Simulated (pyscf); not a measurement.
ethane (H₃C–CH₃) + [HS–Zn]• → H₃C–Zn–SH + methyl (CH₃•) (substitution at C; doublet surface; C–C broken, C–Zn formed). PySCF, gas phase, ωB97X-D3(BJ)/def2-SVP geometries. Energies in kcal/mol from the separated reactants.

| level | barrier | reaction energy |
|---|---|---|
| PBE/def2-TZVP | 41.2 | +24.2 |
| r²SCAN/def2-TZVP | 42.6 | +19.7 |
| B3LYP-D3(BJ)/def2-TZVP | 45.4 | +24.2 |
| PBE0-D3(BJ)/def2-TZVP | [?] | +24.2 |
| ωB97M-D3(BJ)/def2-TZVP | [?] | [?] |
| HF/def2-TZVP | 65.0 | +23.6 |

Fill in the missing entries.


- PBE0-D3(BJ)/def2-TZVP, barrier: 46.3
- ωB97M-D3(BJ)/def2-TZVP, barrier: 50.2
- ωB97M-D3(BJ)/def2-TZVP, reaction energy: +23.5

The functionals in the table span 9.0 kcal/mol in this barrier, from PBE to ωB97M-D3(BJ). One saddle was located; it need not be the lowest between these sides. The angle at the attacked C is 179°. Elements up to Kr have no core potential and no relativistic terms here.
